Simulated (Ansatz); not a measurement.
# Crystal structures of silver under PBEsol

These are results of DFT, PBEsol, plane waves (420 eV) with PAW, scalar-relativistic in Ansatz, not measurements. The PAW files were generated under PBE, with cores re-solved for the functional.

Each structure is relaxed within its own symmetry, so a high-lying one may be dynamically unstable.

```tsv
structure	ΔE (meV/atom)	V (Å³/atom)	cell	magnetic state
fcc	0	16.64	a = 4.052 Å	spin not included
dhcp (4H)	5	16.65	a = 2.854 Å, c = 9.439 Å (c/a = 3.307)	spin not included
hcp	10	16.72	a = 2.877 Å, c = 4.665 Å (c/a = 1.622)	spin not included
bcc	41	16.78	a = 3.226 Å	spin not included
omega (AlB2-type)	78	17.02	a = 4.616 Å, c = 2.766 Å (c/a = 0.599)	spin not included
A15	110	17.18	a = 5.161 Å	spin not included
simple cubic	401	19.37	a = 2.686 Å	spin not included
diamond	990	27.49	a = 6.036 Å	spin not included
```

ΔE counts from fcc.

Differences under about 8 meV lie within the error of the k-point mesh.
